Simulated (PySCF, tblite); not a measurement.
# PNH₄: protonation

What do calculations give for the protonation of PNH₄ (`N=[PH3]`)?

Computed with tblite 0.8.0 and PySCF 2.14.0 and routines of our own; the level stands in each step. Atoms count from 0.

## Step 1: The system as given

6 atoms, charge 0, multiplicity 1; geometry from: start built from the parent or by distance geometry.

## Step 2: Relaxing the molecule with GFN2-xTB

Job settings and geometry (Å):

```
{"job": {"kind": "relax", "xc": "GFN2-xTB", "basis": "xTB"}, "charge": 0, "multiplicity": 1}
N      1.065500     0.574200    -0.224400
P     -0.416800     0.007500    -0.019800
H      1.829200    -0.096900     0.009400
H     -0.711000    -0.774500    -1.131000
H     -1.342700     1.050000     0.140800
H     -0.417900    -0.756300     1.181900
```

Launch:

```
$ OMP_NUM_THREADS=1 python redox_run.py task.json out
```

The driver reads the jobs from task.json and runs them one after another.

Output:

```text
step      E/eV     max force
  0    -202.21600    4.373
  1    -202.42357    2.103
  2    -202.51705    1.225
  3    -202.63269    1.028
  4    -202.70832    0.649
  5    -202.72186    0.460
  6    -202.73213    0.370
  7    -202.74199    0.467
  8    -202.75539    0.552
  9    -202.76539    0.374
 10    -202.77053    0.195
 11    -202.77290    0.211
 12    -202.77607    0.236
 13    -202.77916    0.193
 14    -202.78084    0.141
 15    -202.78155    0.077
 16    -202.78193    0.067
 17    -202.78243    0.097
 18    -202.78310    0.109
 19    -202.78389    0.093
 20    -202.78454    0.079
 21    -202.78488    0.051
 22    -202.78503    0.040
 23    -202.78512    0.030
 24    -202.78520    0.034
 25    -202.78530    0.038
 26    -202.78538    0.031
 27    -202.78542    0.017
 28    -202.78543    0.005
```

It took 0.05 s on 1 thread of Arm Neoverse V2, shared host.

Along the way:

```
step  energy from step 0 (eV)  largest force (eV/Å)
   0                   0.0000                4.3732
   1                  -0.2076                2.1025
   2                  -0.3011                1.2247
   3                  -0.4167                1.0276
   4                  -0.4923                0.6488
   5                  -0.5059                0.4597
   6                  -0.5161                0.3705
   7                  -0.5260                0.4669
   8                  -0.5394                0.5516
   9                  -0.5494                0.3741
  10                  -0.5545                0.1948
  11                  -0.5569                0.2108
  12                  -0.5601                0.2363
  13                  -0.5632                0.1927
  14                  -0.5648                0.1409
  15                  -0.5656                0.0771
  16                  -0.5659                0.0675
  17                  -0.5664                0.0972
  18                  -0.5671                0.1090
  19                  -0.5679                0.0932
  20                  -0.5685                0.0792
  21                  -0.5689                0.0508
  22                  -0.5690                0.0404
  23                  -0.5691                0.0297
  24                  -0.5692                0.0341
  25                  -0.5693                0.0380
  26                  -0.5694                0.0311
  27                  -0.5694                0.0170
  28                  -0.5694                0.0046
```

Close pairs (by a distance rule), those that changed most:

| bond | before (Å) | after (Å) | change (Å) |
| --- | --- | --- | --- |
| N0–P1 | 1.600 | 1.542 | -0.059 |
| N0–H2 | 1.043 | 1.008 | -0.035 |
| P1–H4 | 1.404 | 1.376 | -0.028 |
| P1–H5 | 1.424 | 1.400 | -0.024 |
| P1–H3 | 1.390 | 1.400 | +0.010 |

The next job starts from the end point, and lists it.

## Step 3: Vibrational analysis with GFN2-xTB

Job settings and geometry (Å):

```
{"job": {"kind": "ir", "xc": "GFN2-xTB", "basis": "xTB"}, "charge": 0, "multiplicity": 1}
N      1.103637     0.646160    -0.095613
P     -0.283608    -0.017030     0.014073
H      1.883086     0.008424    -0.147620
H     -0.819115    -0.822794    -0.997692
H     -1.216203     0.992361     0.074878
H     -0.661552    -0.803141     1.108824
```

Output:

```text
mode    cm-1     km/mol
  1     409.6    106.22
  2     695.0     50.04
  3     704.3      8.87
  4     925.7     92.19
  5    1044.8     16.34
  6    1057.3     51.59
  7    1129.2     17.40
  8    1263.9    231.93
  9    2247.7    208.49
 10    2282.9    153.23
 11    2471.9    101.60
 12    3417.6      1.96
ZPE 105.570  H(298)-E 117.247  G(298)-E 42.837 kJ/mol  S 249.57 J/(mol K)
```

It took 0.07 s on 1 thread of Arm Neoverse V2, shared host.

Which atoms move in the most intense modes:

| cm⁻¹ | km/mol | atoms |
| --- | --- | --- |
| 410 | 106.2 | H2 74 %, N0 11 % |
| 695 | 50.0 | H2 34 %, H4 26 %, H5 17 %, H3 17 % |
| 926 | 92.2 | H2 53 %, N0 17 % |
| 1057 | 51.6 | H4 61 %, H5 16 %, H3 16 % |
| 1264 | 231.9 | N0 53 %, P1 34 % |
| 2248 | 208.5 | H3 50 %, H5 47 % |
| 2283 | 153.2 | H5 50 %, H3 47 % |
| 2472 | 101.6 | H4 97 % |

## Step 4: Geometry optimisation at PBE0-D3(BJ)/def2-SVP

The job, as its differences from that of step 3:

```diff
@@ -1,2 +1,2 @@
-{"job": {"kind": "ir", "xc": "GFN2-xTB", "basis": "xTB"}, "charge": 0, "multiplicity": 1}
+{"job": {"xc": "PBE0", "basis": "def2-SVP", "d3": "d3bj", "grid": 1, "kind": "geom"}, "charge": 0, "multiplicity": 1}
 N      1.103637     0.646160    -0.095613
```

Output:

```text
step   0  E = -398.09931229  max force = 0.018871
step   1  E = -398.10217706  max force = 0.005573
step   2  E = -398.10225492  max force = 0.000937
step   3  E = -398.10225792  max force = 0.000132
optimisation converged
```

It took 2 s on 1 thread of Arm Neoverse V2, shared host.

Relaxation path:

| step | energy from step 0 (eV) | largest force component (eV/Å) |
| --- | --- | --- |
| 0 | 0.0000 | 0.9704 |
| 1 | -0.0780 | 0.2866 |
| 2 | -0.0801 | 0.0482 |
| 3 | -0.0802 | 0.0068 |

Close pairs (by a distance rule), those that changed most:

```csv
bond,before (Å),after (Å),change (Å)
P1–H5,1.400,1.441,+0.041
P1–H3,1.400,1.441,+0.041
P1–H4,1.376,1.413,+0.038
N0–P1,1.542,1.565,+0.024
N0–H2,1.008,1.019,+0.010
```

The next job starts from the end point, and lists it.

| at the end point | value |
| --- | --- |
| point group (found at 0.08 Å tolerance) | Cs |
| rotational constants (GHz, main isotopes) | 91.408, 15.600, 15.200 |
| dipole moment (D) | 2.75 |

## Step 5: Harmonic vibrations (PNH₄): PBE0-D3(BJ)/def2-SVP

Job settings and geometry (Å):

```
{"job": {"xc": "PBE0", "basis": "def2-SVP", "d3": "d3bj", "grid": 2, "kind": "hessian"}, "charge": 0, "multiplicity": 1}
N      1.144419     0.654767    -0.092194
P     -0.274718     0.002913     0.012034
H      1.913443    -0.011675    -0.142603
H     -0.826791    -0.835260    -1.021832
H     -1.262964     1.011194     0.072540
H     -0.676504    -0.817044     1.126652
```

Output:

```text
coarse grid: 5168 points
cycle   1  E = -397.9802506379  dE =  1.704e-01  |g| = 5.726e-01  |ddm| = 2.259e+00
cycle   2  E = -397.6488333564  dE =  3.314e-01  |g| = 1.249e+00  |ddm| = 2.339e+00
cycle   3  E = -398.0611835007  dE = -4.124e-01  |g| = 4.272e-02  |ddm| = 1.817e+00
cycle   4  E = -398.0617499768  dE = -5.665e-04  |g| = 1.645e-02  |ddm| = 8.729e-02
cycle   5  E = -398.0618284278  dE = -7.845e-05  |g| = 3.246e-03  |ddm| = 2.342e-02
cycle   6  E = -398.0618314848  dE = -3.057e-06  |g| = 3.077e-04  |ddm| = 5.049e-03
final grid: 44408 points
cycle   7  E = -398.1022551013  dE = -2.716e-06  |g| = 5.638e-03  |ddm| = 1.464e-02
cycle   8  E = -398.1022378564  dE =  1.724e-05  |g| = 1.016e-02  |ddm| = 1.562e-02
cycle   9  E = -398.1022624481  dE = -2.459e-05  |g| = 3.920e-04  |ddm| = 1.091e-02
cycle  10  E = -398.1022624955  dE = -4.735e-08  |g| = 5.948e-05  |ddm| = 6.545e-04
cycle  11  E = -398.1022624964  dE = -9.598e-10  |g| = 1.788e-05  |ddm| = 8.660e-05
cycle  12  E = -398.1022624965  dE = -9.209e-11  |g| = 1.295e-06  |ddm| = 2.577e-05
converged SCF energy = -398.1022624965

mode    cm-1
  1     411.3
  2     753.5
  3     778.5
  4     891.5
  5    1081.5
  6    1128.7
  7    1134.3
  8    1233.4
  9    2277.4
 10    2319.9
 11    2499.8
 12    3608.3
ZPE 108.369  H(298)-E 119.908  G(298)-E 45.548 kJ/mol  S 249.40 J/(mol K)
```

Wall time 9.3 s (1 thread of Arm Neoverse V2, shared host); peak memory 0.67 GiB.

Zero-point energy 108.37 kJ/mol (xTB gave 105.57).

## Step 6: Single point (PNH₄): M06-2X/def2-TZVP

Geometry: PBE0-D3(BJ)/def2-SVP.

Job settings and geometry (Å):

```
{"job": {"kind": "sp", "xc": "M06-2X", "basis": "def2-TZVP", "grid": 3}, "charge": 0, "multiplicity": 1}
N      1.144419     0.654767    -0.092194
P     -0.274718     0.002913     0.012034
H      1.913443    -0.011675    -0.142603
H     -0.826791    -0.835260    -1.021832
H     -1.262964     1.011194     0.072540
H     -0.676504    -0.817044     1.126652
```

Output:

```text
coarse grid: 21424 points
cycle   1  E = -398.3786323528  dE =  1.649e-01  |g| = 5.143e-01  |ddm| = 1.691e+00
cycle   2  E = -398.3003791917  dE =  7.825e-02  |g| = 7.871e-01  |ddm| = 9.866e-01
cycle   3  E = -398.4448595903  dE = -1.445e-01  |g| = 3.403e-02  |ddm| = 6.370e-01
cycle   4  E = -398.4451300641  dE = -2.705e-04  |g| = 7.863e-03  |ddm| = 3.016e-02
cycle   5  E = -398.4451458675  dE = -1.580e-05  |g| = 1.685e-03  |ddm| = 8.653e-03
cycle   6  E = -398.4451469760  dE = -1.109e-06  |g| = 5.498e-04  |ddm| = 2.595e-03
final grid: 72320 points
cycle   7  E = -398.4451759504  dE = -6.848e-06  |g| = 1.680e-03  |ddm| = 6.556e-03
cycle   8  E = -398.4451761386  dE = -1.882e-07  |g| = 1.397e-03  |ddm| = 2.160e-03
cycle   9  E = -398.4451764948  dE = -3.562e-07  |g| = 4.300e-04  |ddm| = 1.099e-03
cycle  10  E = -398.4451765341  dE = -3.929e-08  |g| = 8.902e-05  |ddm| = 3.277e-04
cycle  11  E = -398.4451765373  dE = -3.246e-09  |g| = 2.115e-05  |ddm| = 1.432e-04
converged SCF energy = -398.4451765373
```

It took 2.3 s on 1 thread of Arm Neoverse V2, shared host.

## Step 7: Geometry optimisation with GFN2-xTB

This step treats PNH₅+, `N[PH3+]`.

Job settings and geometry (Å):

```
{"job": {"kind": "relax", "xc": "GFN2-xTB", "basis": "xTB"}, "charge": 1, "multiplicity": 1}
N      1.160700     0.648600    -0.097500
P     -0.285400     0.011600    -0.011000
H      1.930900    -0.019300    -0.139400
H     -0.829300    -0.820600    -1.042400
H     -1.266200     1.007400     0.083900
H     -0.687500    -0.818800     1.117900
H      1.078000     0.997900     0.878300
```

Output:

```text
step      E/eV     max force
  0    -204.36281    5.708
  1    -204.67873    2.237
  2    -204.79806    1.759
  3    -204.94721    0.963
  4    -205.00113    0.807
  5    -205.05212    0.475
  6    -205.06899    0.406
  7    -205.09149    0.490
  8    -205.10918    0.558
  9    -205.12897    0.492
 10    -205.14495    0.305
 11    -205.15335    0.248
 12    -205.15649    0.198
 13    -205.15857    0.141
 14    -205.15973    0.119
 15    -205.16049    0.096
 16    -205.16112    0.064
 17    -205.16172    0.052
 18    -205.16193    0.030
 19    -205.16199    0.028
 20    -205.16204    0.025
 21    -205.16212    0.031
 22    -205.16222    0.034
 23    -205.16230    0.029
 24    -205.16237    0.028
 25    -205.16245    0.032
 26    -205.16260    0.052
 27    -205.16279    0.059
 28    -205.16294    0.039
 29    -205.16303    0.025
 30    -205.16307    0.022
 31    -205.16315    0.035
 32    -205.16327    0.050
 33    -205.16340    0.046
 34    -205.16348    0.021
 35    -205.16350    0.012
 36    -205.16351    0.012
 37    -205.16353    0.016
 38    -205.16356    0.018
 39    -205.16358    0.012
 40    -205.16358    0.003
```

Run time: 0.15 s. Hardware: 1 thread of Arm Neoverse V2, shared host.

The steps of the relaxation: (not every step is listed)

```csv
step,energy from step 0 (eV),largest force (eV/Å)
0,0.0000,5.7075
1,-0.3159,2.2368
2,-0.4352,1.7590
3,-0.5844,0.9632
4,-0.6383,0.8074
5,-0.6893,0.4749
6,-0.7062,0.4057
7,-0.7287,0.4901
8,-0.7464,0.5583
10,-0.7821,0.3049
12,-0.7937,0.1985
14,-0.7969,0.1191
16,-0.7983,0.0636
18,-0.7991,0.0295
20,-0.7992,0.0254
22,-0.7994,0.0335
24,-0.7996,0.0278
26,-0.7998,0.0523
28,-0.8001,0.0388
30,-0.8003,0.0224
32,-0.8005,0.0503
34,-0.8007,0.0208
35,-0.8007,0.0119
36,-0.8007,0.0118
37,-0.8007,0.0158
38,-0.8007,0.0177
39,-0.8008,0.0117
40,-0.8008,0.0035
```

Distances of close pairs at the start and the end, largest changes first:

| bond | before (Å) | after (Å) | change (Å) |
| --- | --- | --- | --- |
| P1–H5 | 1.458 | 1.386 | -0.072 |
| P1–H3 | 1.433 | 1.373 | -0.060 |
| N0–P1 | 1.583 | 1.628 | +0.045 |
| P1–H4 | 1.401 | 1.373 | -0.028 |
| N0–H6 | 1.040 | 1.016 | -0.024 |
| N0–H2 | 1.020 | 1.016 | -0.004 |

The end geometry stands in the next job.

## Step 8: Vibrational analysis with GFN2-xTB

Job settings and geometry (Å):

```
{"job": {"kind": "ir", "xc": "GFN2-xTB", "basis": "xTB"}, "charge": 1, "multiplicity": 1}
N      1.067378     0.533832     0.060539
P     -0.448281    -0.059555     0.067288
H      1.848143    -0.069983    -0.181499
H     -0.618581    -0.738764    -1.113151
H     -1.300524     1.015346     0.115271
H     -0.785526    -0.915924     1.104092
H      1.338480     1.241839     0.737207
```

Output:

```text
mode    cm-1     km/mol
  1     263.9     25.29
  2     523.2    325.22
  3     677.6      0.12
  4     714.2      8.79
  5     910.3     50.19
  6     941.2      3.24
  7     977.8     63.11
  8     996.9     83.67
  9    1009.8      1.15
 10    1400.4    103.06
 11    2330.1     27.75
 12    2441.2     13.73
 13    2487.5     10.63
 14    3346.3    130.63
 15    3361.9     91.04
ZPE 133.876  H(298)-E 146.739  G(298)-E 69.703 kJ/mol  S 258.38 J/(mol K)
```

It took 0.08 s on 1 thread of Arm Neoverse V2, shared host.

Which atoms move in the most intense modes:

```
cm⁻¹  km/mol                               atoms
 523   325.2           H2 39 %, H6 38 %, N0 22 %
 910    50.2  H2 26 %, H6 26 %, N0 15 %, H5 10 %
 978    63.1                    N0 46 %, P1 23 %
 997    83.7  H5 30 %, H3 25 %, H4 23 %, P1 14 %
1400   103.1           H6 44 %, H2 44 %, N0 11 %
2330    27.8                             H5 90 %
3346   130.6                    H2 51 %, H6 46 %
3362    91.0                    H6 48 %, H2 43 %
```

## Step 9: Geometry optimisation at PBE0-D3(BJ)/def2-SVP

This step treats PNH5+, `N[PH3+]`.

The job, as its differences from that of step 8:

```diff
@@ -1,2 +1,2 @@
-{"job": {"kind": "ir", "xc": "GFN2-xTB", "basis": "xTB"}, "charge": 1, "multiplicity": 1}
+{"job": {"xc": "PBE0", "basis": "def2-SVP", "d3": "d3bj", "grid": 1, "kind": "geom"}, "charge": 1, "multiplicity": 1}
 N      1.067378     0.533832     0.060539
```

Output:

```text
step   0  E = -398.48560629  max force = 0.018461
step   1  E = -398.48764715  max force = 0.004206
step   2  E = -398.48773486  max force = 0.000379
step   3  E = -398.48773658  max force = 0.000068
optimisation converged
```

Run time: 2.4 s. Hardware: 1 thread of Arm Neoverse V2, shared host.

The steps of the relaxation:

```csv
step,energy from step 0 (eV),largest force component (eV/Å)
0,0.0000,0.9493
1,-0.0555,0.2163
2,-0.0579,0.0195
3,-0.0580,0.0035
```

Close pairs (by a distance rule), those that changed most:

```csv
bond,before (Å),after (Å),change (Å)
P1–H3,1.373,1.408,+0.036
P1–H4,1.373,1.408,+0.035
P1–H5,1.386,1.417,+0.031
N0–H6,1.016,1.018,+0.002
N0–P1,1.628,1.630,+0.002
N0–H2,1.016,1.018,+0.002
```

The final coordinates are the input of the step that follows.

```csv
at the end point,value
point group (found at 0.08 Å tolerance),Cs
"rotational constants (GHz, main isotopes)","75.522, 13.704, 13.157"
```

## Step 10: Harmonic vibrations (PNH₅+): PBE0-D3(BJ)/def2-SVP

Job settings and geometry (Å):

```
{"job": {"xc": "PBE0", "basis": "def2-SVP", "d3": "d3bj", "grid": 2, "kind": "hessian"}, "charge": 1, "multiplicity": 1}
N      1.092363     0.524445     0.087565
P     -0.428718    -0.060135     0.078713
H      1.871988    -0.053853    -0.219474
H     -0.637824    -0.767087    -1.120914
H     -1.331796     1.019094     0.127640
H     -0.812390    -0.938646     1.122219
H      1.352496     1.283490     0.714243
```

Output:

```text
coarse grid: 5792 points
cycle   1  E = -398.4225371836  dE =  3.819e-01  |g| = 3.222e-01  |ddm| = 2.323e+00
cycle   2  E = -398.4148897218  dE =  7.647e-03  |g| = 3.814e-01  |ddm| = 6.134e-01
cycle   3  E = -398.4481635018  dE = -3.327e-02  |g| = 5.132e-02  |ddm| = 3.438e-01
cycle   4  E = -398.4487503909  dE = -5.869e-04  |g| = 1.090e-02  |ddm| = 5.397e-02
cycle   5  E = -398.4487817235  dE = -3.133e-05  |g| = 1.074e-03  |ddm| = 1.260e-02
cycle   6  E = -398.4487819860  dE = -2.625e-07  |g| = 1.491e-04  |ddm| = 1.071e-03
final grid: 49784 points
cycle   7  E = -398.4877041196  dE = -6.952e-06  |g| = 5.479e-03  |ddm| = 1.470e-02
cycle   8  E = -398.4876984926  dE =  5.627e-06  |g| = 7.498e-03  |ddm| = 9.487e-03
cycle   9  E = -398.4877107270  dE = -1.223e-05  |g| = 2.842e-04  |ddm| = 5.596e-03
cycle  10  E = -398.4877107502  dE = -2.318e-08  |g| = 4.455e-05  |ddm| = 4.008e-04
cycle  11  E = -398.4877107507  dE = -5.444e-10  |g| = 1.322e-05  |ddm| = 5.891e-05
cycle  12  E = -398.4877107508  dE = -5.343e-11  |g| = 8.949e-07  |ddm| = 1.530e-05
converged SCF energy = -398.4877107508

mode    cm-1
  1     216.2
  2     428.8
  3     727.2
  4     800.5
  5    1003.6
  6    1015.2
  7    1034.3
  8    1121.0
  9    1129.4
 10    1546.9
 11    2480.0
 12    2539.0
 13    2564.1
 14    3571.9
 15    3679.7
ZPE 142.702  H(298)-E 155.640  G(298)-E 78.172 kJ/mol  S 259.83 J/(mol K)
```

Run time: 13 s. Hardware: 1 thread of Arm Neoverse V2, shared host; peak memory 0.86 GiB.

Zero-point energy 142.70 kJ/mol (xTB gave 133.88).

## Step 11: Single point (PNH₅+): M06-2X/def2-TZVP

Geometry: PBE0-D3(BJ)/def2-SVP.

The job, as its differences from that of step 10:

```diff
@@ -1,2 +1,2 @@
-{"job": {"xc": "PBE0", "basis": "def2-SVP", "d3": "d3bj", "grid": 2, "kind": "hessian"}, "charge": 1, "multiplicity": 1}
+{"job": {"kind": "sp", "xc": "M06-2X", "basis": "def2-TZVP", "grid": 3}, "charge": 1, "multiplicity": 1}
 N      1.092363     0.524445     0.087565
```

Output:

```text
coarse grid: 23896 points
cycle   1  E = -398.7888640941  dE =  4.295e-01  |g| = 3.220e-01  |ddm| = 1.711e+00
cycle   2  E = -398.8064854613  dE = -1.762e-02  |g| = 2.456e-01  |ddm| = 4.061e-01
cycle   3  E = -398.8184344694  dE = -1.195e-02  |g| = 5.532e-02  |ddm| = 1.706e-01
cycle   4  E = -398.8189987088  dE = -5.642e-04  |g| = 1.666e-02  |ddm| = 3.624e-02
cycle   5  E = -398.8190563096  dE = -5.760e-05  |g| = 1.930e-03  |ddm| = 1.013e-02
cycle   6  E = -398.8190575141  dE = -1.204e-06  |g| = 4.397e-04  |ddm| = 1.695e-03
final grid: 82128 points
cycle   7  E = -398.8192245260  dE = -6.865e-06  |g| = 1.087e-03  |ddm| = 6.859e-03
cycle   8  E = -398.8192247149  dE = -1.889e-07  |g| = 5.664e-04  |ddm| = 9.267e-04
cycle   9  E = -398.8192247624  dE = -4.750e-08  |g| = 1.944e-04  |ddm| = 3.431e-04
cycle  10  E = -398.8192247704  dE = -7.980e-09  |g| = 6.015e-05  |ddm| = 1.264e-04
converged SCF energy = -398.8192247704
```

Run time: 2.5 s. Hardware: 1 thread of Arm Neoverse V2, shared host.

## Step 12: Protonation: M06-2X/def2-TZVP

This step combines the energies above: geometries from PBE0-D3(BJ)/def2-SVP, zero-point and thermal terms from PBE0-D3(BJ)/def2-SVP.

Job settings and geometry (Å):

```
{"job": {"kind": "pa", "geom": {"xc": "PBE0", "basis": "def2-SVP", "d3": "d3bj", "grid": 1}, "hess": 1, "level": {"xc": "M06-2X", "basis": "def2-TZVP", "grid": 3}}, "charge": 0, "multiplicity": 1}
N      1.144419     0.654767    -0.092194
P     -0.274718     0.002913     0.012034
H      1.913443    -0.011675    -0.142603
H     -0.826791    -0.835260    -1.021832
H     -1.262964     1.011194     0.072540
H     -0.676504    -0.817044     1.126652
```

Output (the driver's rows laid out field by field):

```text
protonation site by site, M06-2X/def2-TZVP // PBE0-D3(BJ)/def2-SVP

row 1
  formula                 H5NP
  charge                  1
  multiplicity            1
  smiles                  N[PH3+]
  kept                    yes
  pieces                  1
  point_group             Cs
  atom                    0
  element                 N
  electronic              982.06
  enthalpy                952.53
  free_energy             923.15
  share_gas               1.0
```

Run time: 32 s. Hardware: 1 thread of Arm Neoverse V2, shared host.

Energy given off on adding a proton (kJ/mol, gas phase, 298 K for the thermal columns):

```
site  product  electronic  enthalpy  free energy
  N0  N[PH3+]       982.1     952.5        923.1
```

## Step 13: Single point (PNH₄): wavefunction

Geometry: PBE0-D3(BJ)/def2-SVP.

Job settings and geometry (Å):

```
{"job": {"kind": "sp", "xc": "CCSD(T)", "basis": "ma-def2-TZVP", "grid": 2}, "charge": 0, "multiplicity": 1}
N      1.144419     0.654767    -0.092194
P     -0.274718     0.002913     0.012034
H      1.913443    -0.011675    -0.142603
H     -0.826791    -0.835260    -1.021832
H     -1.262964     1.011194     0.072540
H     -0.676504    -0.817044     1.126652
```

Level: wavefunction single point, frozen core, gas phase.

Output:

```text
final grid: 44408 points
cycle   1  E = -397.4414696691  dE =  1.033e-01  |g| = 4.550e-01  |ddm| = 1.643e+00
cycle   2  E = -397.4839626337  dE = -4.249e-02  |g| = 2.929e-01  |ddm| = 5.099e-01
cycle   3  E = -397.5034933704  dE = -1.953e-02  |g| = 5.238e-02  |ddm| = 2.215e-01
cycle   4  E = -397.5045439988  dE = -1.051e-03  |g| = 1.229e-02  |ddm| = 4.792e-02
cycle   5  E = -397.5046267833  dE = -8.278e-05  |g| = 3.221e-03  |ddm| = 1.581e-02
cycle   6  E = -397.5046341330  dE = -7.350e-06  |g| = 1.183e-03  |ddm| = 5.377e-03
cycle   7  E = -397.5046356044  dE = -1.471e-06  |g| = 4.260e-04  |ddm| = 2.996e-03
cycle   8  E = -397.5046358243  dE = -2.199e-07  |g| = 9.624e-05  |ddm| = 1.458e-03
cycle   9  E = -397.5046358340  dE = -9.689e-09  |g| = 2.609e-05  |ddm| = 2.864e-04
converged SCF energy = -397.5046358340
E(HF, exact integrals) = -397.5046661167
E(MP2) = -397.8755381156
E(CCSD) = -397.9017325605
E(CCSD(T)) = -397.9179406026
T1 diagnostic = 0.0144
```

Wall time 18 s (1 thread of Arm Neoverse V2, shared host); peak memory 0.73 GiB.

[end of part 1 of 2]
